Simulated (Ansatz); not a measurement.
Compare A (`CCCCC(C)(C)C`) with its isomer B (`CCCC(C)(C)CC`).

Isolated molecules relaxed with PBE0-D4/def2-TZVP in Ansatz; ΔE leaves out vibrations. CCSD(T)/CBS adds triple-zeta CCSD(T) − MP2 to the extrapolated MP2 energy (def2 sets, frozen cores). DFT in def2-TZVPP. B3LYP here is the variant with VWN-RPA as its local correlation; programs differ in this. Each species was taken in one conformer, which may not be the lowest.

(1) Which isomer does CCSD(T)/CBS put lower? Give the gap. (Estimate.)

(2) Give E(B) − E(A) in kcal/mol with CCSD/def2-TZVPP, PBE0-D4, CCSD(T)/def2-SVP, B3LYP, B2PLYP, HF/def2-TZVPP, CCSD(T)/def2-TZVPP. (Best estimate.)

Largest T1 diagnostic: 0.009.

Answers

(1) Computed: A, by 0.8 kcal/mol.

(2) The calculation gave: CCSD/def2-TZVPP 1.0, PBE0-D4 0.9, CCSD(T)/def2-SVP 0.8, B3LYP 2.1, B2PLYP 1.5, HF/def2-TZVPP 2.7, CCSD(T)/def2-TZVPP 0.7. None reverses the order clearly.

The D4 term adds −1.2 kcal/mol with B3LYP and −0.7 kcal/mol with PBE0; it sums over pairs of atoms, weighted by their polarisabilities, and B3LYP, whose exchange is more repulsive, gets the larger term. Leaving LDA and LC-ωPBE aside and taking each functional with its dispersion term where it has one, the values, not all of them listed here, spread over 0.9 kcal/mol, from revPBE-D4 to B2PLYP. LDA lies −1.4 kcal/mol from PBE without D4.
